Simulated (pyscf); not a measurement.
Thermochemistry of product channels of F–Sn:–F (SMILES [F][Sn][F]) [singlet] + OH• (SMILES [OH]) on the doublet surface, in kcal/mol, from CCSD(T)/def2-TZVPP + ΔMP2(QZVPP) energies (ideal gas, 1 atm, RRHO with modes under 100 cm⁻¹ raised to 100, one conformer, R ln 2 for rigid chiral ones). Single points on ωB97X-D3(BJ)/def2-SVP structures (PySCF, gas phase). Correlated levels are frozen-core, on RHF or UHF. ΔMP2 is the change of the MP2 total energy from the triple- to the quadruple-zeta basis.

```csv
products,ΔE,ΔH(298 K),ΔG(298 K),ΔG(900 K)
F• (SMILES [F]) + HO–Sn:–F (SMILES [OH][Sn][F]) [singlet],+22.9,+24.4,+25.6,+27.6
•O–SnH(F)–F (SMILES [O][SnH]([F])[F]),+10.2,+9.9,+19.3,+37.7
HO–Sn•(F)–F (SMILES [OH][Sn]([F])[F]),-38.8,-36.7,-28.0,-11.1
HF (SMILES F) + [O=Sn–F]• (SMILES [O]=[Sn][F]),+8.6,+9.1,+8.6,+7.5
```

These are energies of the channels, which say nothing of barriers. The CCSD(T) − MP2 part came from Ansatz, without density fitting, on the same reference. The frozen core leaves the outer d or s,p core shells of the metals and heavy elements correlated in the MP2 and CC values, and def2-TZVPP describes them poorly, which can shift differences by a few kcal/mol. Left out: orbital degeneracy and the spin-orbit lowering of F, OH. Elements past Kr carry the def2 core potentials, without spin-orbit coupling.
